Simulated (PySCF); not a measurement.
disilane (H₆Si₂), SMILES [SiH3][SiH3]. Atoms are numbered in the order given.

```xyz
8

Si     0.0000     0.0000    -1.1718
Si     0.0000     0.0000     1.1718
H     -1.2043    -0.6953    -1.6881
H      1.2043    -0.6953    -1.6881
H      0.0000     1.3906    -1.6881
H     -1.2043     0.6953     1.6881
H      1.2043     0.6953     1.6881
H      0.0000    -1.3906     1.6881
```
Charge 0, spin multiplicity 1.

The structure is a stationary point at TPSSh-D3(BJ)/def2-TZVP.

Method: PBE/def2-TZVPD (PySCF).

Symmetry labels are those of the subgroup C2h that the program uses (full group D3d).

Task: List the valence orbital energies around the gap with their symmetry. (Estimate from the structure and the level; the computed values follow.)

Result: 
```json
[
 {"orbital": "HOMO−7", "symmetry": "Bu", "energy (eV)": "-94.05"},
 {"orbital": "HOMO−6", "symmetry": "Ag", "energy (eV)": "-14.04"},
 {"orbital": "HOMO−5", "symmetry": "Bu", "energy (eV)": "-12.47"},
 {"orbital": "HOMO−4", "symmetry": "Bu", "energy (eV)": "-8.89"},
 {"orbital": "HOMO−3", "symmetry": "Au", "energy (eV)": "-8.89"},
 {"orbital": "HOMO−2", "symmetry": "Ag", "energy (eV)": "-8.26"},
 {"orbital": "HOMO−1", "symmetry": "Bg", "energy (eV)": "-8.26"},
 {"orbital": "HOMO", "symmetry": "Ag", "energy (eV)": "-7.27"},
 {"orbital": "LUMO", "symmetry": "Au", "energy (eV)": "-0.63"},
 {"orbital": "LUMO+1", "symmetry": "Bu", "energy (eV)": "-0.63"},
 {"orbital": "LUMO+2", "symmetry": "Bu", "energy (eV)": "-0.52"},
 {"orbital": "LUMO+3", "symmetry": "Ag", "energy (eV)": "-0.47"}
]
```
